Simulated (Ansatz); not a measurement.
# H$_{2}$C–Cl, quartet: the ladder up to UCCSDT(Q)

Geometry: that of the H2C–Cl, doublet, kept fixed. The doublet lies 7.7 eV lower here.

```xyz
4

C     0.0000    0.0000    1.1869
Cl    0.0000    0.0000   -0.4984
H     0.0000    0.9523    1.6928
H     0.0000   -0.9523    1.6928
```

Basis cc-pVTZ; Ansatz 0.2.0. Only valence electrons are correlated (noble-gas cores frozen), which leaves 13 electrons in 86 orbitals. Prefix R: restricted or restricted open-shell reference; prefix U: unrestricted. Active spaces: valence = (13e, 10o) chosen from the atoms' valence shells.

Full CI isn't at hand for all of this; UCCSDT(Q) serves as the reference, and is uncertain by the last step of the cluster series or more. The frozen core follows each run's orbitals, which can shift R against U totals by a few meV.

```
UHF ⟨S²⟩                          : 3.771
T1 diagnostic (RCCSD)             : 0.0265
largest doubles amplitude (RCCSD) : 0.033
T1 diagnostic (UCCSD)             : 0.0245
```

```csv
level,E − E(UCCSDT(Q)) (kcal/mol),share of correlation (%),wall time
RHF,239.98,0.00,–
UHF,232.76,3.01,–
RMP2,30.59,87.25,–
UMP2,33.03,86.24,–
RCCSD,10.47,95.64,–
UCCSD,10.28,95.72,–
RCCSD(T),1.33,99.45,6.5 s (H100)
UCCSD(T),1.39,99.42,5.5 s (H100)
BCCD(T),1.25,99.48,4.8 s (H100)
RCCSDT,0.47,99.80,–
UCCSDT,0.43,99.82,–
RCCSDT(Q),0.06,99.97,48 s (H100)
CASSCF (valence space),213.22,11.15,–
NEVPT2 (valence space),45.29,81.13,7 s (H100)
```

The correlation energy at UCCSDT(Q), counted from RHF, is -10.406 eV. That run took 23 s on 2 threads of AMD EPYC 7R13 with a shared H100 80 GB, shared host.

Times hold each run's SCF and search for its determinant on a shared host, so for small cases they say little of a method's own cost.

Natural occupations of CASSCF (valence space) about the gap: 1.981 1.975 1.006 1.004 1.001 0.023 0.020; effectively unpaired electrons, Σ n²(2−n)², 3.01.
